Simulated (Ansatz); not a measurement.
# ClH2OSi− (SMILES [O-][SiH2]Cl): single points off equilibrium

One table from this session's results is given with a row withheld; the runs are named, their logs left out.

Method: single points in def2-TZVPPD; program: Ansatz 0.2.0, Gaussian basis.

Cores are frozen in the correlated methods.

## The starting structure

SMILES `[O-][SiH2]Cl`, 5 atoms, charge -1, spin multiplicity 1.

Atoms are counted from 1 here; the program's logs count them from 0.

Bond lengths: O1–Si2 1.553 Å, Si2–Cl3 2.138 Å, Si2–H4 1.469 Å, Si2–H5 1.503 Å. Angles: O1–Si2–Cl3 111.9°, O1–Si2–H4 117.8°, O1–Si2–H5 118.3°, Cl3–Si2–H4 99.2°, Cl3–Si2–H5 99.0°, H4–Si2–H5 107.4°.

Coordinates:

```
O    -0.4498    0.0270    1.6364
Si    0.0766   -0.1139    0.1822
Cl   -1.0617    1.0612   -1.1946
H    -0.0480   -1.4249   -0.4686
H     1.4469    0.4154   -0.1346
```

The first run:

run/in.yaml reads:

```yaml
crystal:
  periodic: [false, false, false]
  atoms:
    - {symbol: O, position_ang: [-0.449800, 0.027000, 1.636400]}
    - {symbol: Si, position_ang: [0.076600, -0.113900, 0.182200]}
    - {symbol: Cl, position_ang: [-1.061700, 1.061200, -1.194600]}
    - {symbol: H, position_ang: [-0.048000, -1.424900, -0.468600]}
    - {symbol: H, position_ang: [1.446900, 0.415400, -0.134600]}
basis:
  gaussian: {orbitals: "def2-TZVPPD.json"}
total_charge: -1
correlation: {method: ccsd_t}
output: {forces: true}
```

The basis file named in the input lies beside it (Basis Set Exchange, JSON).

The command line of these runs was not kept.

Among the steps run: CCSD(T)/def2-TZVPPD; PBE0-D4/def2-TZVPPD; wB97M-V/def2-TZVPPD; r2SCAN-D4/def2-TZVPPD; PBE-D4/def2-TZVPPD; HSE06-D4/def2-TZVPPD; CAM-B3LYP-D4/def2-TZVPPD.

One table of the session follows, with a row left open; its other results are not shown here.

```
      method  RMS force component (eV/Å)  angle to CCSD(T) forces (°)
     CCSD(T)                       0.289                    reference
     PBE0-D4                           ?                            ?
     wB97M-V                       0.310                         22.8
   r2SCAN-D4                       0.341                         17.2
      PBE-D4                       0.393                         23.6
    HSE06-D4                       0.365                         25.8
CAM-B3LYP-D4                       0.360                         34.9
```

Estimate the missing values for PBE0-D4.

**Answer.** RMS force component (eV/Å): 0.366; angle to CCSD(T) forces (°): 26.5. In the column «RMS force component (eV/Å)» it lies between HSE06-D4 (0.365) and PBE-D4 (0.393).
